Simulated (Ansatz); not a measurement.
Saddle point of AlH₂Cl, closed shell (AlH₂Cl ([AlH2][Cl]) → AlH + HCl; bonds formed: Cl2–H3; bonds broken: Al1–Cl2, Al1–H3), PBE0-D4/def2-TZVP structure:

```xyz
4
angstrom
Al -0.3431 0.5363 0.6872
Cl 0.8459 -0.6582 -1.2578
H 0.9534 0.6871 -0.4787
H -1.4562 -0.5653 1.0493
```

Energies are electronic, without zero-point energy. Barriers and step energies count from the start structure reached by relaxing down the imaginary mode; all methods use the PBE0-D4 structures, on which another method's saddle can fall below an end. Program: Ansatz 0.2.0. Basis: def2-TZVPP, with def2-QZVPP for the basis limit. Cores are frozen in the correlated methods. B3LYP uses VWN-RPA correlation. Extrapolation: Hartree–Fock as exp(−7.88 √X), correlation as X^−2.97.

```tsv
method	barrier (eV)	step energy (eV)
SPW92	2.594	2.637
PBE-D4	2.708	2.604
BLYP-D4	2.786	2.580
r2SCAN-D4	?	2.945
B97M-V	3.157	2.853
PBE0-D4	3.031	2.731
B3LYP-D4	3.046	2.697
r2SCAN0-D4	3.242	2.953
BHLYP-D4	3.414	2.830
CAM-B3LYP-D4	3.263	2.796
wB97X-V	?	2.878
wB97M-V	3.230	2.711
B2PLYP	?	2.797
PBE-QIDH	3.327	2.888
RPA on PBE	3.092	2.566
HF	3.948	2.929
MP2	3.360	2.903
CCSD	3.374	2.719
CCSD(T)	3.243	2.716
```

**Question.** Fill in the withheld barriers. (To be estimated.)

**Answer.** The calculation gives: r2SCAN-D4 3.051; B2PLYP 3.196; wB97X-V 3.390 eV. Each is the energy of the saddle less that of the start structure, by the same method.

For comparison, the barrier by CCSD(T) at an estimated basis limit (MP2 extrapolated from triple and quadruple zeta, plus CCSD(T) − MP2 in triple zeta) is 3.250 eV.

No T1 diagnostic of these runs exceeds 0.015. The restricted Hartree–Fock reference is unstable towards an unrestricted one at one or more of these structures.

Labels in which every atom is bracketed show which atoms are joined, not bond orders.

For scale, one of the runs: CCSD(T)/def2-TZVPP, 112 basis functions (an equivalent command: `ansatz run in.yaml --threads 2`). The run took about 1.8 s on 2 CPU threads (shared host).
